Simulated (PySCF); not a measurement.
**How good is the calculation?**

Geometry (Å), atoms numbered from 1 in this order:
```xyz
16

C    -0.7663    0.9129    0.9563
C    -0.0675    0.0109   -0.0450
C     0.2256   -1.3644    0.5587
C     1.2366    0.6381   -0.5414
C    -0.9378   -0.2207   -1.2597
O    -2.0404    0.2186   -1.4290
H    -1.7066    0.4717    1.2907
H    -0.1288    1.0735    1.8290
H    -0.9982    1.8831    0.5137
H     0.6771   -2.0360   -0.1769
H    -0.6859   -1.8336    0.9363
H     0.9260   -1.2623    1.3911
H     1.0634    1.6303   -0.9645
H     1.9391    0.7407    0.2892
H     1.7125    0.0180   -1.3063
H    -0.4615   -0.8661   -2.0347
```

All values are calculated (PySCF 2.14): PBE0-D3(BJ)/def2-TZVP structure, GIAO PBE0/pcSseg-2 shieldings. Non-relativistic Hamiltonian, one conformer, no solvent, rapidly exchanging positions averaged.

Reference values: measured (solution, not stated per compound (mostly CDCl3 or CCl4); Pretsch, Buehlmann, Badertscher, Structure Determination of Organic Compounds, 4th ed. (2009)).
| atoms | quantity | reference | computed | computed, scaled |
| --- | --- | --- | --- | --- |
| C2 | δ 13C | 42.4 | 46.7 | 42.6 |
| C1/C3/C4 | δ 13C | 23.4 | 25.2 | 22.3 |
| H7/H8/H9/H10/H11/H12/H13/H14/H15 | δ 1H | 1.08 | 0.99 | 1.09 |

Computed shifts are σ(ref) − σ with the named reference compound (TMS for H and C) calculated as an isolated molecule at the same level. The measured values may be among those fitted. Expected solution values come from regression of measured δ (H and C: mostly CDCl3, vs TMS) on computed σ: 13C: δ = 173.50 − 0.940σ (rms 2.1 ppm, 507 shifts, 2.1 ppm with the 1 outlier that the fit left out); 1H: δ = 29.34 − 0.925σ (rms 0.15 ppm, 293 shifts, 0.16 ppm with the 4 outliers that the fit left out). A few per cent of atoms miss by over 2 rms, more outside the fitted compound classes.

Question: How far are the unscaled 13C shifts from the references?

Answer: Mean signed difference +3.05 ppm, mean absolute 3.05 ppm over 2 comparisons; the largest is +4.3 ppm at C2 (quaternary sp3 carbon α to a carbonyl).
